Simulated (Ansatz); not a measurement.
# CH7Si: the cost of one run

Method: UKS PBE/6-31G*, in Ansatz 0.2.0.

1 further run of the same task is left out (it didn't finish).

## 1. The system as given

Bond lengths: Si1–H3 1.460 Å, Si1–H4 1.459 Å, Si1–H5 1.459 Å, C6–H7 1.110 Å, C6–H8 1.110 Å, C6–H9 1.110 Å. Angles: H3–Si1–H4 109.5°, H3–Si1–H5 109.5°, H4–Si1–H5 109.5°, H7–C6–H8 109.4°, H7–C6–H9 109.4°, H8–C6–H9 109.4°.

Coordinates:

```xyz
9

Si    0.0000    0.0000    0.0000
H     0.0000    0.0000    1.7100
H     1.3768    0.0000   -0.4862
H    -0.6877    1.1914   -0.4862
H    -0.6877   -1.1914   -0.4862
C     0.0000    0.0000    3.1200
H    -0.5653   -0.8805    3.4905
H     1.0452   -0.0494    3.4905
H    -0.4798    0.9298    3.4905
```

## 2. Pulling towards end A

Springs on the bonds that form and break draw the guess towards this end; the thresholds are loose.

Contents of input.yaml:

```yaml
crystal:
  periodic: [false, false, false]
  atoms:
    - { symbol: Si, position_ang: [0.0, 0.0, 0.0] }
    - { symbol: H, position_ang: [0.0, 0.0, 1.71] }
    - { symbol: H, position_ang: [1.3768, 0.0, -0.4862] }
    - { symbol: H, position_ang: [-0.6877, 1.1914, -0.4862] }
    - { symbol: H, position_ang: [-0.6877, -1.1914, -0.4862] }
    - { symbol: C, position_ang: [0.0, 0.0, 3.12] }
    - { symbol: H, position_ang: [-0.5653, -0.8805, 3.4905] }
    - { symbol: H, position_ang: [1.0452, -0.0494, 3.4905] }
    - { symbol: H, position_ang: [-0.4798, 0.9298, 3.4905] }
magnetization:
  spin_polarized: true
  initial_magnetization: 1
basis:
  gaussian: { orbitals: "6-31G*" }
hamiltonian:
  xc: pbe
relax:
  f_tol: 0.15
  max_steps: 25
  restrain:
    - { distance: [1, 5], at: 2.31, k: 30.0 }
    - { distance: [0, 1], at: 1.46, k: 30.0 }
output:
  orbitals: {}
```

Run with:

```sh
ansatz run input.yaml --threads 1 --pin off --max-ram 2048MiB --backend cpu --events-out ev --progress --plain --runs-dir out
```

**Question.** How long does this run take on 1 thread of Arm Neoverse V2, shared host, and how much memory does it need?

About 9.6 s, with a peak of 0.12 GiB.
